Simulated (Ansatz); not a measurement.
Two shapes of triplet C₂S.

Shape 1:

```xyz
3

C     0.0000   -0.0001   -1.4024
C     0.0000    0.0000   -0.0828
S     0.0000    0.0001    1.4852
```

Shape 2:

```xyz
3

C     0.0000   -0.0001   -1.5146
C     0.0000    0.0000   -0.0894
S     0.0000    0.0002    1.6040
```

Basis set: def2-SVP (spherical functions). Correlated methods keep 7 orbitals frozen. Correlation on ROHF uses semicanonical orbitals with singles. Charge 0, multiplicity 3.

Computed with Ansatz (development build ahead of 0.2.0); the reference of a correlated method needn't be the lowest determinant of its kind.

Q: Which shape is lower in energy, and by how much in each method?

A:

```csv
method,E(2) − E(1) (eV)
ROHF,0.845
UHF,0.894
ROHF-MP2,0.665
UHF-MP2,0.620
UHF-CCSD(T),0.495
```

Shape 1 is lower. Caution for UHF, UHF-MP2, UHF-CCSD(T): the unrestricted determinant is spin contaminated. Caution for UHF-CCSD(T): the determinant is a saddle point.
